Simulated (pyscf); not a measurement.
H₃C–SnH₂• + CH₄ → H₃C–SnH₃ + CH₃• (hydrogen abstraction; doublet surface; C–H broken, H–Sn formed). Single points on ωB97X-D3(BJ)/def2-SVP structures (PySCF, gas phase). Energies in eV from the separated reactants.

```tsv
level	barrier	reaction energy
ωB97X-D3(BJ)/def2-TZVP	(withheld)	(withheld)
PBE/def2-TZVP	(withheld)	+1.48
r²SCAN/def2-TZVP	1.40	+1.33
B3LYP-D3(BJ)/def2-TZVP	1.43	+1.40
ωB97M-D3(BJ)/def2-TZVP	1.58	+1.43
HF/def2-TZVP	1.59	+1.06
```

**Question.** Complete the blanks.

**Answer.** 
- ωB97X-D3(BJ)/def2-TZVP, barrier: 1.45
- ωB97X-D3(BJ)/def2-TZVP, reaction energy: +1.34
- PBE/def2-TZVP, barrier: 1.44

At PBE this geometry lies under the product side: in single points on another level's saddle the reverse barrier vanishes, and the forward threshold there is about the reaction energy. This is the saddle that the search found; another between the same sides may lie lower. The angle at the transferred H is 179°. Elements past Kr carry the def2 core potentials, without spin-orbit coupling.
